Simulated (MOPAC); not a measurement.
MOPAC input (MNDO):

```
MNDO 1SCF CHARGE=1 GEO-OK AUX(PRECISION=9) THREADS=1
C2H7S

C    -0.08418987 1    1.42741835 1   -0.51191986 1
S     0.17718637 1   -0.00065284 1    0.57178962 1
C    -0.09971911 1   -1.42697406 1   -0.51036667 1
H    -0.09015291 1    2.31038628 1    0.12496582 1
H     0.77169739 1    1.46446615 1   -1.18355940 1
H    -1.01598597 1    1.32490158 1   -1.06155473 1
H    -0.11528527 1   -2.30913124 1    0.12747948 1
H    -1.03034786 1   -1.31492304 1   -1.06011830 1
H     0.75571041 1   -1.47406314 1   -1.18196043 1
H    -1.00716386 1    0.00614320 1    1.21983281 1
```

**Question.** What heat of formation does the run end on, and which ionisation energy by Koopmans theorem?

**Answer.** 177.52 kcal/mol; 18.18 eV.
